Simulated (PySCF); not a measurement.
# NO₂⁺: singlet, from a CAM-B3LYP minimum start

Aim: relax NO₂⁺ as a singlet from a CAM-B3LYP minimum start, check by its vibrations whether the end is a minimum, and collect its spectrum and constants.

Program: PySCF 2.14.0. Level of theory: CAM-B3LYP, basis N def2-TZVPP, O def2-TZVPP, no relativity, density fitting. These are calculated values, not measurements.

### Step 1. Where the work starts

3 atoms, charge 1, spin multiplicity 1.

Bond lengths: N1–O2 1.104 Å, O2–O3 1.220 Å. Angles: N1–O2–O3 180.0°.

Coordinates in bohr (charge 1 multiplicity 1):
```
N     2.2525    0.0000    0.0000
O     0.1671    0.0000    0.0000
O    -2.1391    0.0000    0.0000
```

### Step 2. Finding the electronic state

One driver script runs all steps and calls PySCF; scf.py shows how it sets up the SCF of each step. The optimiser is the driver's own. The state is first sought with PBE0. After this first run the driver tries any further starts and a stability analysis.

Contents of scf.py:

```python
from pyscf import gto, scf, dft
mol = gto.M(atom='''
N      1.191950    -0.000000     0.000000
O      0.088420    -0.000000     0.000000
O     -1.131940     0.000000     0.000000''',
    basis={'N': 'def2-TZVPP', 'O': 'def2-TZVPP'},
    charge=1, spin=0)
mf = dft.RKS(mol, xc='PBE0')
mf.grids.atom_grid = (50, 194)
aux = {'N': 'def2-universal-JKFIT', 'O': 'def2-universal-JKFIT'}
mf = mf.density_fit(auxbasis=aux)
mf.conv_tol = 1e-08
mf.diis_space = 10
mf.max_cycle = 60
mf.init_guess = 'minao'
mf.verbose = 4
mf.kernel()
```

The run is started by

```sh
OMP_NUM_THREADS=2 python axn.py task.json out
```

The runs that follow: CAM-B3LYP minimum start, singlet: relaxation; Hessian and properties.

Q: Predict the outcome of this session. Wanted: minimum; geometry; wavenumbers; dipole moment; highest occupied, lowest empty level; polar-tensor charge of N1; zero-point energy.

As calculated:

```
                            quantity                                   value
                             minimum                            singlet, C∞v
                            geometry  N–O 1.104 Å, O–O 1.220 Å; N–O–O 180.0°
                  wavenumbers (cm⁻¹)           480 (π), 1037 (σ+), 2070 (σ+)
      dipole moment (centre of mass)                                  1.52 D
highest occupied, lowest empty level                       -20.87, -11.05 eV
           polar-tensor charge of N1                                 +0.30 e
                   zero-point energy                             24.3 kJ/mol
                 entropy at 298.15 K                         222.8 J/(mol K)
```

In words: The molecule stays C∞v, as typed, and the end point is a minimum. The strongest infrared band lies at 2070 cm⁻¹ (σ+). Only this shape and spin were tried, so other structures or states may lie lower.
